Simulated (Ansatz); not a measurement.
A nudged elastic band was laid between two geometries of CH₅B (7 atoms, charge 0, multiplicity 1).

These are results of RKS B3LYP-D4/def2-SVP (Ansatz), not measurements.

```yaml
movable_images: 7
climbing_image: yes
spring: 5.0 eV/Å²
optimiser: quadratic models (default)
start_path: through a guess of the saddle point
force_threshold: 0.05 eV/Å
iteration_limit: 60
end_points: relaxed
```

Initial state:

```xyz
7
Properties=species:S:1:pos:R:3
B 0.255 0.008 0.354
H -0.033 -0.140 1.521
C 1.750 0.065 -0.080
H 2.079 -0.998 -0.065
H 1.943 0.445 -1.094
H 2.403 0.573 0.649
H -0.647 0.048 -0.450
```

Final state:

```xyz
7
Properties=species:S:1:pos:R:3
B -1.134 0.045 0.458
H 1.095 0.240 0.879
C 1.957 0.062 0.208
H 1.993 -0.997 -0.081
H 1.867 0.689 -0.691
H 2.872 0.330 0.755
H -0.898 -0.368 -0.693
```

(1) Which bonds break or form, and what moves?

(2) What energy profile does the band end with?

(3) What is the geometry of the highest image?

## Answers

(1) Bonds broken: B1–H2, B1–C3. Bonds formed: H2–C3. CH5B becomes BH + CH4.

(2) It converged. The highest image is number 5 of 0 to 8, 4.20 eV above the first end and 0.38 eV above the last; the last end lies 3.82 eV above the first. Neighbouring images differ by up to 2.2 eV, so the band resolves the path poorly. A vibrational analysis at the climbing image gives one clearly imaginary mode, 975i cm⁻¹: a first-order saddle point. The orbitals stay closed-shell, which can raise the energy where a bond breaks towards radicals; this wasn't checked here.

```csv
image,path coordinate (Å),energy (eV),B1–H2 (Å),B1–C3 (Å),H2–C3 (Å)
0,0.00,0.00,1.21,1.56,2.41
1,0.42,0.00,1.21,1.56,2.42
2,0.84,0.07,1.20,1.55,2.32
3,1.25,0.99,1.17,1.57,1.97
4,1.67,3.19,1.16,1.80,1.64
5,2.09,4.20,1.30,2.12,1.35
6,2.47,3.96,1.60,2.44,1.16
7,2.85,3.84,1.95,2.79,1.12
8,3.23,3.82,2.28,3.10,1.11
```

(3) 
```xyz
7
Properties=species:S:1:pos:R:3
B -0.359 0.051 0.472
H 0.786 0.303 1.031
C 1.727 0.025 0.105
H 1.832 -1.031 -0.173
H 1.747 0.685 -0.772
H 2.499 0.318 0.832
H -0.480 -0.351 -0.661
```

Run time: 100 s on 1 thread of Arm Neoverse V2 (shared host), peak memory 0.097 GiB.
